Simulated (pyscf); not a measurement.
Single points on ωB97X-D3(BJ)/def2-SVP structures (PySCF, gas phase). Correlated levels are frozen-core, on RHF or UHF. ΔMP2 is the change of the MP2 total energy from the triple- to the quadruple-zeta basis.

Q: PBE/def2-TZVP puts the barrier of HO–CH•–OH → formic acid (O=CH–OH) + H atom (H•) (bond scission; doublet surface; H–O broken, none formed) at 20.0 kcal/mol and the reaction energy at +13.3 kcal/mol, from the reactant's lowest minimum found. What do r²SCAN/def2-TZVP, PBE0-D3(BJ)/def2-TZVP, CCSD(T)/def2-TZVPP + ΔMP2(QZVPP) give on the same structures?

A: r²SCAN: ΔE‡ = 22.9 kcal/mol, ΔE = +17.0 kcal/mol; PBE0-D3(BJ): ΔE‡ = 26.1 kcal/mol, ΔE = +16.5 kcal/mol; CCSD(T): ΔE‡ = 30.2 kcal/mol, ΔE = +16.0 kcal/mol. PBE's barrier lies under all of them, by 2.9 to 10.3 kcal/mol. Its reaction energy lies under all of them, by 2.6 to 3.7 kcal/mol. This is the saddle that the search found; another between the same sides may lie lower. The CCSD(T) − MP2 part came from Ansatz, without density fitting, on the same reference. A UHF reference is spin-contaminated (<S²> up to 0.87), which harms MP2 most.
